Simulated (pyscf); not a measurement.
Optimised with ωB97X-D3(BJ)/def2-SVP in PySCF. MP2 and CC: frozen core, UHF for open shells. ΔMP2 is the change of the MP2 total energy from the triple- to the quadruple-zeta basis.

Task: For `[OH][In]` [singlet] + `[OH2]` -> `[OH][InH][OH]`, an insertion (singlet surface; H–O broken, In–O, H–In formed), PBE/def2-TZVP gives ΔE‡ = 43.1 kcal/mol and ΔE = +10.3 kcal/mol (zero: the separated reactants). In which direction and how far do PBE0-D3(BJ)/def2-TZVP, M06-2X/def2-TZVP, CCSD(T)/def2-TZVPP + ΔMP2(QZVPP) move these?

Result: PBE0-D3(BJ): ΔE‡ = 48.8 kcal/mol, ΔE = +8.8 kcal/mol; M06-2X: ΔE‡ = 51.5 kcal/mol, ΔE = +7.0 kcal/mol; CCSD(T): ΔE‡ = 52.2 kcal/mol, ΔE = +9.5 kcal/mol. PBE's barrier lies under all of them, by 5.7 to 9.1 kcal/mol. Its reaction energy lies over all of them, by 0.8 to 3.3 kcal/mol. Low barriers are usual for a GGA, whose delocalisation error favours stretched bonds. On the reactant side the descent ends in a bound adduct (not fully relaxed), 14.3 kcal/mol under the separated species and 64.9 kcal/mol under the saddle at ωB97X-D3(BJ)/def2-TZVP. One saddle was located; it need not be the lowest between these sides. The CCSD(T) − MP2 part came from Ansatz, without density fitting, on the same reference. The frozen core leaves the outer d or s,p core shells of the metals and heavy elements correlated in the MP2 and CC values, and def2-TZVPP describes them poorly, which can shift differences by a few kcal/mol. Elements past Kr carry the def2 core potentials, without spin-orbit coupling.
